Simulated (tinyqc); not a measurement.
Ways to converge the cycle: SCF convergence aids in the sto-3g basis, for H3O+, spin multiplicity 1. Computed by the program tinyqc with PySCF. RHF with one setting changed at a time; a run stops when the energy changes by less than 1e-09 hartree and the error matrix is below 1e-5. The start is the Wolfsberg-Helmholz matrix. Damping d keeps d of the old density; a shift (hartree) raises the virtual levels; DIIS n extrapolates F over n matrices.

Geometry (angstrom):
```
atom        x        y       z
O      0.0000   0.0000  0.1370
H      1.0540   0.0000  0.0000
H     -0.5270   0.9130  0.0000
H     -0.5270  -0.9130  0.0000
```

lowest restricted solution found by these runs and by PySCF = -75.311509 hartree

Largest element of the error matrix X^T (FDS - SDF) X:
```
iteration    plain  damping 0.3  damping 0.6  shift 0.4   DIIS 3   DIIS 8
1          4.6e-01      4.6e-01      4.6e-01    4.6e-01  4.6e-01  4.6e-01
2          1.0e-01      1.6e-01      2.9e-01    1.2e-01  1.0e-01  1.0e-01
3          2.0e-02      6.6e-02      1.8e-01    5.5e-02  1.7e-02  1.7e-02
4          7.5e-03      3.5e-02      1.1e-01    2.4e-02  3.8e-03  3.8e-03
5          1.7e-03      1.8e-02      7.1e-02    1.0e-02  7.2e-04  6.7e-04
6          5.7e-04      8.9e-03      4.7e-02    4.4e-03  2.8e-04  1.6e-05
8          9.9e-05      2.2e-03      2.5e-02    1.0e-03  4.2e-06        -
10         1.8e-05      5.5e-04      1.3e-02    3.8e-04        -        -
14               -      4.8e-05      3.5e-03    5.1e-05        -        -
20               -            -      4.7e-04          -        -        -
30               -            -      2.0e-05          -        -        -
```

How each run ends:
```
run          iterations  E (hartree)         state
plain                12    -75.31151  lowest found
damping 0.3          19    -75.31151  lowest found
damping 0.6          39    -75.31151  lowest found
shift 0.4            18    -75.31151  lowest found
DIIS 3                8    -75.31151  lowest found
DIIS 8                7    -75.31151  lowest found
```

What does the comparison show, and why?

6 of 6 runs reach the lowest restricted solution found, in 7 to 39 iterations (fastest: DIIS 8). Plain steps already contract here, so damping only slows them. DIIS 3 and DIIS 8 gain by cancelling the error over several earlier matrices, much as a quasi-Newton step does.
